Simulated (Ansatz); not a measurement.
A made-up structure of B₂SiH₅ (charge -1), closed shell:

```json
{"atom": "B1", "x (Å)": "-0.7846", "y (Å)": "0.5320", "z (Å)": "-0.7826"}
{"atom": "B2", "x (Å)": "0.0985", "y (Å)": "1.0125", "z (Å)": "0.4824"}
{"atom": "Si3", "x (Å)": "0.8771", "y (Å)": "-0.6977", "z (Å)": "0.4765"}
{"atom": "H4", "x (Å)": "0.8996", "y (Å)": "1.6563", "z (Å)": "-0.0335"}
{"atom": "H5", "x (Å)": "-0.3651", "y (Å)": "-0.0338", "z (Å)": "-1.7698"}
{"atom": "H6", "x (Å)": "-0.1254", "y (Å)": "1.6700", "z (Å)": "1.4636"}
{"atom": "H7", "x (Å)": "1.0094", "y (Å)": "-1.6715", "z (Å)": "1.6335"}
{"atom": "H8", "x (Å)": "1.2855", "y (Å)": "-1.4895", "z (Å)": "-0.7228"}
```

It is relaxed with PBE-D4/def2-SVPD and then PBE0-D4/def2-TZVPD (Ansatz 0.2.0). Atoms count as bonded within 1.22 times the sum of their covalent radii (H–H: 0.88 Å). The end point is not checked to be a true minimum.

Task: Does its bonding change? (Judge from chemistry; the calculation decides.)

Result: Computed: Yes. Formed: B1–Si3, B1–H4; broken: none.

Where it ends: The first stage lowers the energy by 2.49 eV in 18 steps. It ends as B₂SiH₅ ([H]1[BH]2[SiH2][BH]12), total charge -1:
```
8
angstrom
B -0.3905 0.2752 -0.6262
B 0.2026 0.9704 0.6956
Si 0.9457 -0.8102 0.3219
H 0.3114 1.4173 -0.5651
H -1.1395 0.3637 -1.5646
H 0.1991 1.9329 1.4188
H 0.4239 -1.9458 1.1534
H 2.3425 -1.2253 -0.0865
```

Labels in which every atom is bracketed show which atoms are joined, not bond orders.

For scale, one of the runs: PBE0-D4/def2-TZVPD relaxation, 162 basis functions, launched by `ansatz run in.yaml --threads 2 --pin off --events-out ev --progress --plain --max-ram 4352MiB`. Hardware: 2 CPU threads of an Intel Xeon 6975P-C, shared host. Wall time about 12 s.
